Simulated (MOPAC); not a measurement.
MOPAC input (PM6):

```
PM6 FORCE THERMO(298,298) PRECISE LET CHARGE=-1 GEO-OK AUX(PRECISION=9) THREADS=1
C2H5S

C     0.00034699 1    1.40469141 1   -0.51242523 1
S    -0.01131986 1    0.12150046 1    0.52611902 1
C     0.01876034 1   -1.49277658 1   -0.41624361 1
H     0.90091197 1    1.83167727 1   -0.86577383 1
H    -0.89138177 1    1.81911242 1   -0.90142739 1
H     0.00965852 1   -2.28535994 1    0.32017333 1
H    -0.85545531 1   -1.54748781 1   -1.05243579 1
H     0.91821811 1   -1.53504656 1   -1.01714474 1
```

From the last part of the output:

```
     H    8   0.466173   4.262701

          HEAT OF FORMATION =       5.562224 KCALS/MOLE

          ZERO POINT ENERGY      35.278 KCAL/MOL

           NORMAL COORDINATE ANALYSIS (Total motion = 1 Angstrom)

   Root No.       1         2         3         4         5         6         7         8

                 1 A"      1 A'      2 A"      2 A'      3 A'      3 A"      4 A'      4 A"

                  63.6     266.4     385.4     680.1     781.8     867.5     877.5     892.9

           1   -0.0000    0.0262   -0.0000   -0.0225    0.0021   -0.0000   -0.0655   -0.0000
           2    0.0000    0.0971    0.0000   -0.0293   -0.0778    0.0000   -0.0215    0.0000
           3    0.0312   -0.0000    0.0125   -0.0000    0.0000    0.0130   -0.0000    0.0669
           4    0.0000    0.0305    0.0000   -0.0233    0.0049   -0.0000    0.0161    0.0000
           5   -0.0000   -0.0453   -0.0000   -0.0801    0.0156    0.0000    0.0144   -0.0000
           6   -0.0189    0.0000   -0.0158    0.0000    0.0000    0.0094    0.0000   -0.0170
           7   -0.0000   -0.0821   -0.0000    0.0806   -0.0204    0.0000    0.0475    0.0000
           8    0.0000   -0.0058    0.0000    0.1885   -0.0164   -0.0000   -0.0320    0.0000
           9    0.0074   -0.0000    0.0193   -0.0000   -0.0000   -0.0548    0.0000    0.0118
          10    0.0278    0.0304    0.0035   -0.0316    0.0009   -0.0680   -0.0488   -0.3249
          11   -0.0235    0.1598    0.3986    0.1271    0.3424   -0.0281    0.0443   -0.0109
          12    0.0493   -0.0005    0.0040   -0.0047   -0.0072   -0.0347    0.0033   -0.1662
          13   -0.0278    0.0304   -0.0035   -0.0316    0.0009    0.0680   -0.0488    0.3249
          14    0.0235    0.1598   -0.3986    0.1271    0.3424    0.0281    0.0443    0.0109
          15    0.0493    0.0005    0.0040    0.0047    0.0072   -0.0347   -0.0033   -0.1662
          16   -0.0000   -0.0761   -0.0000    0.0603   -0.0190   -0.0000    0.0590    0.0000
          17    0.0000    0.1154    0.0000    0.1874   -0.1025    0.0000    0.3496   -0.0000
          18    0.2876   -0.0000    0.0389   -0.0000    0.0000    0.0831   -0.0000   -0.0194
          19    0.2250   -0.1438    0.0144    0.0249    0.0396    0.1191   -0.1290   -0.0266
          20   -0.0715   -0.0408    0.0408    0.1048    0.0218    0.3030   -0.1297   -0.0691
          21   -0.1227    0.0019    0.0388   -0.0055   -0.0012    0.0921    0.0004   -0.0224
          22   -0.2250   -0.1438   -0.0144    0.0249    0.0396   -0.1191   -0.1290    0.0266
          23    0.0715   -0.0408   -0.0408    0.1048    0.0218   -0.3030   -0.1297    0.0691
          24   -0.1227   -0.0019    0.0388    0.0055    0.0012    0.0921   -0.0004   -0.0224

   Root No.       9        10        11        12        13        14        15        16

                 5 A'      6 A'      5 A"      7 A'      8 A'      6 A"      9 A'      7 A"

                 948.5    1228.9    1272.9    1281.1    1317.0    2717.8    2723.6    2768.7

           1    0.1559    0.0047   -0.0000   -0.0003   -0.0473   -0.0000    0.0001    0.0000
           2   -0.0141    0.0006    0.0000    0.0022   -0.0026    0.0000    0.0001   -0.0000
           3    0.0000    0.0000   -0.0001    0.0000    0.0000    0.0004    0.0000   -0.0610
           4   -0.0711   -0.0045   -0.0000   -0.0000   -0.0070    0.0000   -0.0005   -0.0000
           5    0.0095   -0.0064   -0.0000   -0.0003   -0.0001   -0.0000    0.0002   -0.0000
           6   -0.0000    0.0000   -0.0003   -0.0000   -0.0000   -0.0005   -0.0000   -0.0010
           7    0.0317   -0.0207    0.0000   -0.0444    0.0022    0.0000   -0.0475    0.0000
           8   -0.0180   -0.0507   -0.0000    0.0166    0.0022   -0.0000    0.0192   -0.0000
           9    0.0000   -0.0000   -0.0462   -0.0000   -0.0000   -0.0561   -0.0000   -0.0005
          10    0.1002    0.0073   -0.0000    0.0041    0.3864    0.0018   -0.0001   -0.2686
          11    0.0418   -0.0030   -0.0022   -0.0044    0.0061   -0.0001   -0.0000    0.0093
          12   -0.0155    0.0016   -0.0001    0.0028    0.2555   -0.0027    0.0002    0.3799
          13    0.1002    0.0073    0.0000    0.0041    0.3864   -0.0018   -0.0001    0.2686
          14    0.0418   -0.0030    0.0022   -0.0044    0.0061    0.0001   -0.0000   -0.0093
          15    0.0155   -0.0016   -0.0001   -0.0028   -0.2555   -0.0027   -0.0002    0.3799
          16    0.0298    0.0162   -0.0000   -0.0066    0.0013    0.0000    0.4745    0.0000
          17    0.2150    0.3028    0.0000    0.1570   -0.0024   -0.0000   -0.0214   -0.0000
          18   -0.0000   -0.0000    0.4365   -0.0000   -0.0000   -0.0321    0.0000   -0.0002
          19   -0.1014    0.1524   -0.2464    0.2662   -0.0064    0.1550    0.0536    0.0012
          20   -0.1098    0.2512   -0.0319   -0.1813   -0.0010   -0.2261   -0.1066   -0.0016
          21   -0.0035    0.0877    0.0628   -0.2196    0.0012    0.3595    0.2040    0.0027
          22   -0.1014    0.1524    0.2464    0.2662   -0.0064   -0.1550    0.0536   -0.0012
          23   -0.1098    0.2512    0.0319   -0.1813   -0.0010    0.2261   -0.1066    0.0016
          24    0.0035   -0.0877    0.0628    0.2196   -0.0012    0.3595   -0.2040    0.0027

   Root No.      17        18

                10 A'     11 A'

                2784.7    2819.4

           1   -0.0026   -0.0314
           2   -0.0002    0.0004
           3   -0.0000    0.0000
           4   -0.0011   -0.0018
           5   -0.0014    0.0002
           6    0.0000   -0.0000
           7   -0.0060    0.0014
           8   -0.0160    0.0029
           9   -0.0000    0.0000
          10    0.0226    0.2143
          11   -0.0001   -0.0055
          12   -0.0382   -0.3594
          13    0.0226    0.2143
          14   -0.0001   -0.0055
          15    0.0382    0.3594
          16    0.2935   -0.0412
          17   -0.0287    0.0046
          18    0.0000   -0.0000
          19   -0.1013    0.0144
          20    0.1322   -0.0192
          21   -0.2465    0.0351
          22   -0.1013    0.0144
          23    0.1322   -0.0192
          24    0.2465   -0.0351

           MASS-WEIGHTED COORDINATE ANALYSIS (NORMAL COORDINATES)

   Root No.       1         2         3         4         5         6         7         8

                 1 A"      1 A'      2 A"      2 A'      3 A'      3 A"      4 A'      4 A"

                  63.6     266.4     385.4     680.1     781.8     867.5     877.5     892.9

           1   -0.0000    0.1408   -0.0000   -0.0849    0.0124   -0.0000   -0.4051   -0.0000
           2    0.0000    0.5216    0.0000   -0.1106   -0.4617    0.0000   -0.1328    0.0000
           3    0.2133   -0.0000    0.0739   -0.0000    0.0000    0.0837   -0.0000    0.3940
           4    0.0000    0.2675    0.0000   -0.1436    0.0476   -0.0000    0.1624    0.0000
           5   -0.0000   -0.3976   -0.0000   -0.4946    0.1513    0.0000    0.1455   -0.0000
           6   -0.2111    0.0000   -0.1528    0.0000    0.0000    0.0987    0.0000   -0.1635
           7   -0.0000   -0.4413   -0.0000    0.3046   -0.1211    0.0000    0.2936    0.0000
           8    0.0000   -0.0314    0.0000    0.7122   -0.0972   -0.0000   -0.1976    0.0000
           9    0.0509   -0.0000    0.1140   -0.0000   -0.0000   -0.3514    0.0000    0.0693
          10    0.0551    0.0473    0.0059   -0.0346    0.0015   -0.1264   -0.0873   -0.5547
          11   -0.0466    0.2488    0.6833    0.1391    0.5886   -0.0522    0.0793   -0.0187
          12    0.0976   -0.0008    0.0068   -0.0051   -0.0123   -0.0645    0.0059   -0.2838
          13   -0.0551    0.0473   -0.0059   -0.0346    0.0015    0.1264   -0.0873    0.5547
          14    0.0466    0.2488   -0.6833    0.1391    0.5886    0.0522    0.0793    0.0187
          15    0.0976    0.0008    0.0068    0.0051    0.0123   -0.0645   -0.0059   -0.2838
          16   -0.0000   -0.1185   -0.0000    0.0660   -0.0327   -0.0000    0.1056    0.0000
          17    0.0000    0.1796    0.0000    0.2050   -0.1762    0.0000    0.6261   -0.0000
          18    0.5690   -0.0000    0.0667   -0.0000    0.0000    0.1544   -0.0000   -0.0332
          19    0.4451   -0.2238    0.0246    0.0272    0.0680    0.2213   -0.2310   -0.0455
          20   -0.1415   -0.0635    0.0699    0.1147    0.0375    0.5629   -0.2322   -0.1181
          21   -0.2427    0.0030    0.0665   -0.0060   -0.0021    0.1712    0.0008   -0.0383
          22   -0.4451   -0.2238   -0.0246    0.0272    0.0680   -0.2213   -0.2310    0.0455
          23    0.1415   -0.0635   -0.0699    0.1147    0.0375   -0.5629   -0.2322    0.1181
          24   -0.2427   -0.0030    0.0666    0.0060    0.0021    0.1712   -0.0008   -0.0383

   Root No.       9        10        11        12        13        14        15        16

                 5 A'      6 A'      5 A"      7 A'      8 A'      6 A"      9 A'      7 A"

                 948.5    1228.9    1272.9    1281.1    1317.0    2717.8    2723.6    2768.7

           1    0.7021    0.0286   -0.0000   -0.0020   -0.2411   -0.0000    0.0007    0.0000
           2   -0.0635    0.0039    0.0000    0.0128   -0.0133    0.0000    0.0003   -0.0000
           3    0.0000    0.0000   -0.0005    0.0000    0.0000    0.0022    0.0000   -0.3045
           4   -0.5235   -0.0453   -0.0000   -0.0004   -0.0588    0.0000   -0.0049   -0.0000
           5    0.0702   -0.0637   -0.0000   -0.0028   -0.0009   -0.0000    0.0016   -0.0000
           6   -0.0000    0.0000   -0.0032   -0.0000   -0.0000   -0.0046   -0.0000   -0.0084
           7    0.1427   -0.1270    0.0000   -0.2569    0.0112    0.0000   -0.2702    0.0000
           8   -0.0811   -0.3104   -0.0000    0.0961    0.0114   -0.0000    0.1090   -0.0000
           9    0.0000   -0.0000   -0.2705   -0.0000   -0.0000   -0.2898   -0.0000   -0.0025
          10    0.1307    0.0129   -0.0000    0.0070    0.5712    0.0027   -0.0001   -0.3887
```

The dipole moment of an ion depends on the origin.
